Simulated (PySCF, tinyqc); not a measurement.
Worked calculation: CIS and TDHF on RHF in the sto-6g basis, frozen core, for LiH, spin multiplicity 1. The lowest restricted solution is unstable here: a spin-polarised one lies 0.0108 hartree lower (PySCF). Computed by tinyqc, a small Python program that keeps every step (integrals from PySCF). Settings: charge = 0, multiplicity = 1, basis = sto-6g, method = RHF, frozen orbitals = 1, energy threshold = 1e-10, iteration cap = 84, orthogonalisation = canonical, start = Wolfsberg-Helmholz matrix, DIIS depth = 6, TDHF = 1. Command: `OMP_NUM_THREADS=1 python tinyqc.py 21924 21925 out.jsonl` (the two numbers bound the seeds that draw the settings). One thread of a shared host (Intel(R) Xeon(R) Processor @ 2.60GHz), about 0.1 s of CPU time with the checks. The early iterations of the SCF are left out here.

## One-electron integrals

Geometry (angstrom):
```
atom        x        y        z
Li    0.00000  0.00000  0.00000
H     0.00000  0.00000  2.30200
```

Basis sto-6g: exponents (1/bohr^2) and contraction coefficients of normalised primitives:
```
element  l (shell)   exponent  coefficient
Li           s (1)  167.17585      0.00916
Li           s (1)   30.65151      0.04936
Li           s (1)    8.57519      0.16854
Li           s (1)    2.94581      0.37056
Li           s (1)    1.14394      0.41649
Li           s (1)    0.47114      0.13033
Li           s (2)    6.59756     -0.01325
Li           s (2)    1.30583     -0.04699
Li           s (2)    0.40585     -0.03379
Li           s (2)    0.15615      0.25024
Li           s (2)    0.06781      0.59512
Li           s (2)    0.03108      0.24071
Li           p (3)    6.59756      0.00376
Li           p (3)    1.30583      0.03768
Li           p (3)    0.40585      0.17390
Li           p (3)    0.15615      0.41804
Li           p (3)    0.06781      0.42586
Li           p (3)    0.03108      0.10171
H            s (1)   35.52322      0.00916
H            s (1)    6.51314      0.04936
H            s (1)    1.82214      0.16854
H            s (1)    0.62596      0.37056
H            s (1)    0.24308      0.41649
H            s (1)    0.10011      0.13033
```

Overlap, kinetic and nuclear-attraction integrals over the contracted functions; the nuclear repulsion is the sum of Za Zb / Rab.

nuclear repulsion = 0.6896315 hartree

overlap S, order 1Li 1s, 1Li 2s, 1Li 2px, 1Li 2py, 1Li 2pz, 2H 1s:
```
[[1.00000, 0.23574, 0.00000, 0.00000, 0.00000, 0.01459],
 [0.23574, 1.00000, 0.00000, 0.00000, 0.00000, 0.23730],
 [0.00000, 0.00000, 1.00000, 0.00000, 0.00000, 0.00000],
 [0.00000, 0.00000, 0.00000, 1.00000, 0.00000, 0.00000],
 [0.00000, 0.00000, 0.00000, 0.00000, 1.00000, 0.34435],
 [0.01459, 0.23730, 0.00000, 0.00000, 0.34435, 1.00000]]
```

kinetic energy T (hartree), order 1Li 1s, 1Li 2s, 1Li 2px, 1Li 2py, 1Li 2pz, 2H 1s:
```
[[3.61674, -0.11072, 0.00000, 0.00000, 0.00000, -0.00620],
 [-0.11072, 0.10652, 0.00000, 0.00000, 0.00000, 0.00916],
 [0.00000, 0.00000, 0.32001, 0.00000, 0.00000, 0.00000],
 [0.00000, 0.00000, 0.00000, 0.32001, 0.00000, 0.00000],
 [0.00000, 0.00000, 0.00000, 0.00000, 0.32001, 0.04072],
 [-0.00620, 0.00916, 0.00000, 0.00000, 0.04072, 0.76852]]
```

nuclear attraction V (hartree), order 1Li 1s, 1Li 2s, 1Li 2px, 1Li 2py, 1Li 2pz, 2H 1s:
```
[[-8.29702, -0.88255, 0.00000, 0.00000, -0.00822, -0.05637],
 [-0.88255, -1.42286, 0.00000, 0.00000, -0.08255, -0.36037],
 [0.00000, 0.00000, -1.40243, 0.00000, 0.00000, 0.00000],
 [0.00000, 0.00000, 0.00000, -1.40243, 0.00000, 0.00000],
 [-0.00822, -0.08255, 0.00000, 0.00000, -1.46357, -0.52919],
 [-0.05637, -0.36037, 0.00000, 0.00000, -0.52919, -1.92910]]
```

core Hamiltonian H = T + V (hartree), order 1Li 1s, 1Li 2s, 1Li 2px, 1Li 2py, 1Li 2pz, 2H 1s:
```
[[-4.68028, -0.99328, 0.00000, 0.00000, -0.00822, -0.06257],
 [-0.99328, -1.31633, 0.00000, 0.00000, -0.08255, -0.35121],
 [0.00000, 0.00000, -1.08242, 0.00000, 0.00000, 0.00000],
 [0.00000, 0.00000, 0.00000, -1.08242, 0.00000, 0.00000],
 [-0.00822, -0.08255, 0.00000, 0.00000, -1.14356, -0.48848],
 [-0.06257, -0.35121, 0.00000, 0.00000, -0.48848, -1.16058]]
```

## Two-electron integrals

Functions are numbered as in S; the eight-fold symmetry (ij|kl) = (ji|kl) = (kl|ij) leaves the list below.

Two-electron integrals (ij|kl) in chemists' order, unique and non-zero (hartree):
```
(11|11) 1.68125   (21|11) 0.24260   (21|21) 0.04451   (22|11) 0.39719
(22|21) 0.09028   (22|22) 0.29062   (31|31) 0.00944   (32|31) 0.01426
(32|32) 0.06424   (33|11) 0.39719   (33|21) 0.09028   (33|22) 0.29062
(33|33) 0.31312   (41|41) 0.00944   (42|41) 0.01426   (42|42) 0.06424
(43|43) 0.01688   (44|11) 0.39719   (44|21) 0.09028   (44|22) 0.29062
(44|33) 0.27937   (44|44) 0.31312   (51|51) 0.00944   (52|51) 0.01426
(52|52) 0.06424   (53|53) 0.01688   (54|54) 0.01688   (55|11) 0.39719
(55|21) 0.09028   (55|22) 0.29062   (55|33) 0.27937   (55|44) 0.27937
(55|55) 0.31312   (61|11) 0.01455   (61|21) 0.00264   (61|22) 0.00549
(61|33) 0.00541   (61|44) 0.00541   (61|51) 0.00036   (61|52) 0.00076
(61|55) 0.00565   (61|61) 0.00017   (62|11) 0.06844   (62|21) 0.01594
(62|22) 0.05909   (62|33) 0.05566   (62|44) 0.05566   (62|51) 0.00252
(62|52) 0.01842   (62|55) 0.06594   (62|61) 0.00117   (62|62) 0.02500
(63|31) 0.00093   (63|32) 0.00512   (63|53) 0.00232   (63|63) 0.00121
(64|41) 0.00093   (64|42) 0.00512   (64|54) 0.00232   (64|64) 0.00121
(65|11) 0.09423   (65|21) 0.02208   (65|22) 0.08384   (65|33) 0.07812
(65|44) 0.07812   (65|51) 0.00392   (65|52) 0.02874   (65|55) 0.09527
(65|61) 0.00167   (65|62) 0.03817   (65|65) 0.05859   (66|11) 0.22983
(66|21) 0.05416   (66|22) 0.21992   (66|33) 0.20216   (66|44) 0.20216
(66|51) 0.00818   (66|52) 0.07770   (66|55) 0.25543   (66|61) 0.00406
(66|62) 0.12508   (66|65) 0.19585   (66|66) 0.77500
```

## Orthogonalisation

S = U s U^T; canonical form X = U s^(-1/2), so that X^T S X = 1. Each column of U has its largest component positive (the first on a tie).

eigenvalues of S: [0.56094, 0.81212, 1.00000, 1.00000, 1.17791, 1.44903]

X, order 1Li 1s, 1Li 2s, 1Li 2px, 1Li 2py, 1Li 2pz, 2H 1s:
```
[[0.31892, 0.74287, 0.00000, 0.00000, 0.59462, 0.23245],
 [-0.64865, -0.57453, 0.00000, 0.00000, 0.46379, 0.40913],
 [0.00000, 0.00000, -0.25440, 0.96710, 0.00000, 0.00000],
 [0.00000, 0.00000, 0.96710, 0.25440, 0.00000, 0.00000],
 [-0.69280, 0.51890, 0.00000, 0.00000, -0.47035, 0.41661],
 [0.88334, -0.28312, 0.00000, 0.00000, -0.24301, 0.54326]]
```

Within a degenerate level the vectors are fixed only up to a rotation; this is one choice.

## Starting guess

The start is the generalised Wolfsberg-Helmholz matrix (K = 1.75) built on H; D = 2 C_occ C_occ^T.

D at the start, order 1Li 1s, 1Li 2s, 1Li 2px, 1Li 2py, 1Li 2pz, 2H 1s:
```
[[1.97735, 0.02332, 0.00000, 0.00000, -0.08842, -0.12517],
 [0.02332, 0.18209, 0.00000, 0.00000, 0.29370, 0.36829],
 [0.00000, 0.00000, 0.00000, 0.00000, 0.00000, 0.00000],
 [0.00000, 0.00000, 0.00000, 0.00000, 0.00000, 0.00000],
 [-0.08842, 0.29370, 0.00000, 0.00000, 0.48178, 0.60505],
 [-0.12517, 0.36829, 0.00000, 0.00000, 0.60505, 0.75996]]
```

## Iteration 9 (converged): orbitals

converged F (hartree), order 1Li 1s, 1Li 2s, 1Li 2px, 1Li 2py, 1Li 2pz, 2H 1s:
```
[[-2.40948, -0.62105, 0.00000, 0.00000, 0.01310, -0.03948],
 [-0.62105, -0.18877, 0.00000, 0.00000, -0.05472, -0.18197],
 [0.00000, 0.00000, 0.15696, 0.00000, 0.00000, 0.00000],
 [0.00000, 0.00000, 0.00000, 0.15696, 0.00000, 0.00000],
 [0.01310, -0.05472, 0.00000, 0.00000, 0.06570, -0.18266],
 [-0.03948, -0.18197, 0.00000, 0.00000, -0.18266, -0.07259]]
```

Diagonalise F' = X^T F X, C = X C', fill 2 alpha and 2 beta electrons from the bottom; D = 2 C_occ C_occ^T. Each column has its largest component positive (the first on a tie).

F' = X^T F X (hartree):
```
[[0.26223, -0.32450, 0.00000, 0.00000, -0.29771, -0.15485],
 [-0.32450, -0.79619, 0.00000, 0.00000, -1.05439, -0.41044],
 [0.00000, 0.00000, 0.15696, 0.00000, 0.00000, 0.00000],
 [0.00000, 0.00000, 0.00000, 0.15696, 0.00000, 0.00000],
 [-0.29771, -1.05439, 0.00000, 0.00000, -1.19762, -0.56154],
 [-0.15485, -0.41044, 0.00000, 0.00000, -0.56154, -0.47960]]
```

orbital energies (hartree): [-2.41079, -0.22475, 0.06832, 0.15696, 0.15696, 0.35603]

coefficients C, order 1Li 1s, 1Li 2s, 1Li 2px, 1Li 2py, 1Li 2pz, 2H 1s:
```
[[0.99417, -0.13854, -0.20585, 0.00000, 0.00000, 0.10596],
 [0.02363, 0.50110, 0.80248, 0.00000, 0.00000, -0.48753],
 [0.00000, 0.00000, 0.00000, 0.92008, 0.39173, 0.00000],
 [0.00000, 0.00000, 0.00000, -0.39173, 0.92008, 0.00000],
 [-0.00451, 0.32333, -0.58149, 0.00000, 0.00000, -0.83746],
 [-0.00086, 0.61438, -0.21864, 0.00000, 0.00000, 0.88845]]
```

D after iteration 9, order 1Li 1s, 1Li 2s, 1Li 2px, 1Li 2py, 1Li 2pz, 2H 1s:
```
[[2.01514, -0.09186, 0.00000, 0.00000, -0.09855, -0.17195],
 [-0.09186, 0.50332, 0.00000, 0.00000, 0.32382, 0.61569],
 [0.00000, 0.00000, 0.00000, 0.00000, 0.00000, 0.00000],
 [0.00000, 0.00000, 0.00000, 0.00000, 0.00000, 0.00000],
 [-0.09855, 0.32382, 0.00000, 0.00000, 0.20912, 0.39730],
 [-0.17195, 0.61569, 0.00000, 0.00000, 0.39730, 0.75493]]
```

Within a degenerate level the vectors are fixed only up to a rotation; this is one choice.

## Convergence

Stop when the energy changes by less than 1e-10 hartree and every element of the error matrix X^T (F D S - S D F) X is below 3e-06.

Course of the cycle:
```
iteration  E (hartree)     change  largest element of the error matrix
1           -7.8681826          -                             5.08e-02
2           -7.8786882  -1.05e-02                             2.46e-02
3           -7.8834637  -4.78e-03                             1.35e-02
4           -7.8847158  -1.25e-03                             2.46e-03
5           -7.8847570  -4.12e-05                             2.97e-04
6           -7.8847573  -3.58e-07                             1.21e-04
7           -7.8847574  -5.27e-08                             1.42e-05
8           -7.8847574  -5.81e-10                             2.07e-08
9           -7.8847574  -3.55e-15                             5.97e-10
```

PySCF RHF in the same basis = -7.8847574 hartree

Converged in 9 iterations.

## Populations, bond orders and dipole

Mulliken: Z minus the diagonal of D S on the atom; Loewdin: the same with S^(1/2) D S^(1/2); Mayer order: 2 sum_s sum (D(s) S)_ij (D(s) S)_ji over the two atoms.

Charges (e):
```
atom  Mulliken   Loewdin
1Li    0.03533   0.03162
2H    -0.03533  -0.03162
```

Mayer bond orders:
```
pair    order
2-1   0.99875
```

dipole moment about the origin, x y z (debye): [0.00000, 0.00000, -5.24779]

## Integrals over molecular orbitals

(pq|rs) = sum C_ip C_jq C_kr C_ls (ij|kl), one index at a time.

one-electron integrals over orbitals h = C^T H C (hartree):
```
[[-4.67310, 0.09495, 0.16316, 0.00000, 0.00000, -0.05523],
 [0.09495, -1.26576, 0.00389, 0.00000, 0.00000, 0.05650],
 [0.16316, 0.00389, -1.09153, 0.00000, 0.00000, 0.02064],
 [0.00000, 0.00000, 0.00000, -1.08242, 0.00000, 0.00000],
 [0.00000, 0.00000, 0.00000, 0.00000, -1.08242, 0.00000],
 [-0.05523, 0.05650, 0.02064, 0.00000, 0.00000, -1.02750]]
```

Two-electron integrals over orbitals (pq|rs), unique and non-zero (hartree); the lowest 1 orbital is frozen and left out:
```
(22|22) 0.44413    (32|22) -0.06185   (32|32) 0.02392    (33|22) 0.21033
(33|32) 0.01614    (33|33) 0.32604    (42|42) 0.02047    (43|42) 0.02059
(43|43) 0.04169    (44|22) 0.23797    (44|32) 0.01655    (44|33) 0.27911
(44|44) 0.31312    (52|52) 0.02047    (53|52) 0.02059    (53|53) 0.04169
(54|54) 0.01688    (55|22) 0.23797    (55|32) 0.01655    (55|33) 0.27911
(55|44) 0.27937    (55|55) 0.31312    (62|22) 0.10749    (62|32) -0.04777
(62|33) -0.01939   (62|44) -0.04120   (62|55) -0.04120   (62|62) 0.13347
(63|22) -0.06018   (63|32) 0.01957    (63|33) 0.03712    (63|44) 0.00960
(63|55) 0.00960    (63|62) -0.04093   (63|63) 0.03281    (64|42) -0.01786
(64|43) -0.01148   (64|64) 0.01897    (65|52) -0.01786   (65|53) -0.01148
(65|65) 0.01897    (66|22) 0.41302    (66|32) -0.04844   (66|33) 0.23824
(66|44) 0.25626    (66|55) 0.25626    (66|62) 0.08784    (66|63) -0.04582
(66|66) 0.40590
```

## CIS matrix, singlets

A(ia,jb) = (e_a - e_i) d_ij d_ab + 2 (ia|jb) - (ij|ab).

CIS matrix A, singlet (hartree), order 2>3, 2>4, 2>5, 2>6:
```
[[0.13057, 0.00000, 0.00000, -0.03537],
 [0.00000, 0.18467, 0.00000, 0.00000],
 [0.00000, 0.00000, 0.18467, 0.00000],
 [-0.03537, 0.00000, 0.00000, 0.43471]]
```

## CIS singlet states

dipole integrals <i|r|a> (bohr), order 2>3, 2>4, 2>5, 2>6:
```
[[0.00000, 0.00000, -0.87419],
 [0.91121, -0.38795, 0.00000],
 [0.38795, 0.91121, 0.00000],
 [0.00000, 0.00000, 1.18520]]
```

Diagonalise A (1 hartree = 27.211386 eV); each vector has its largest component positive (the first on a tie). The transition dipole is mu = sqrt2 sum c_ia <i|r|a>.

singlet excitation energies (eV): [3.44259, 5.02523, 5.02523, 11.93949]

lowest vectors, order 2>3, 2>4, 2>5, 2>6:
```
[[0.99348, 0.00000, 0.00000, -0.11402],
 [0.00000, -0.03416, 0.99942, 0.00000],
 [0.00000, 0.99942, 0.03416, 0.00000],
 [0.11402, 0.00000, 0.00000, 0.99348]]
```

oscillator strengths 2/3 w |mu|^2: [0.09072, 0.24151, 0.24151, 0.95423]

Within a degenerate level the vectors are fixed only up to a rotation; this is one choice.

## TDHF (RPA) singlet states

B(ia,jb) = 2 (ia|jb) - (ib|ja); the squared energies are the eigenvalues of (A - B)(A + B); 1 hartree = 27.211386 eV.

TDHF matrix B, singlet (hartree), order 2>3, 2>4, 2>5, 2>6:
```
[[0.02392, 0.00000, 0.00000, -0.04777],
 [0.00000, 0.02047, 0.00000, 0.00000],
 [0.00000, 0.00000, 0.02047, 0.00000],
 [-0.04777, 0.00000, 0.00000, 0.13347]]
```

squared energies w^2 (hartree^2): [0.01517, 0.03369, 0.03369, 0.17040]

TDHF energies from the positive w^2 (eV): [3.35198, 4.99427, 4.99427, 11.23262]

## CIS matrix, triplets

A(ia,jb) = (e_a - e_i) d_ij d_ab - (ij|ab).

CIS matrix A, triplet (hartree), order 2>3, 2>4, 2>5, 2>6:
```
[[0.08274, 0.00000, 0.00000, 0.06018],
 [0.00000, 0.14374, 0.00000, 0.00000],
 [0.00000, 0.00000, 0.14374, 0.00000],
 [0.06018, 0.00000, 0.00000, 0.16776]]
```

## CIS triplet states

Diagonalise A (1 hartree = 27.211386 eV); each vector has its largest component positive (the first on a tie).

triplet excitation energies (eV): [1.40329, 3.91129, 3.91129, 5.41307]

lowest vectors, order 2>3, 2>4, 2>5, 2>6:
```
[[0.88797, 0.00000, 0.00000, 0.45990],
 [0.00000, -0.41087, 0.91169, 0.00000],
 [0.00000, 0.91169, 0.41087, 0.00000],
 [-0.45990, 0.00000, 0.00000, 0.88797]]
```

Within a degenerate level the vectors are fixed only up to a rotation; this is one choice.

## TDHF (RPA) triplet states

B(ia,jb) = - (ib|ja); the squared energies are the eigenvalues of (A - B)(A + B); 1 hartree = 27.211386 eV.

TDHF matrix B, triplet (hartree), order 2>3, 2>4, 2>5, 2>6:
```
[[-0.02392, 0.00000, 0.00000, 0.04777],
 [0.00000, -0.02047, 0.00000, 0.00000],
 [0.00000, 0.00000, -0.02047, 0.00000],
 [0.04777, 0.00000, 0.00000, -0.13347]]
```

squared energies w^2 (hartree^2): [-0.01039, 0.02024, 0.02024, 0.02967]

TDHF energies from the positive w^2 (eV): [3.87144, 3.87144, 4.68682]

A + B or A - B has a negative eigenvalue: the restricted solution is unstable towards a spin-polarised one, a negative w^2 means an imaginary energy, and the lowest roots have no physical meaning.
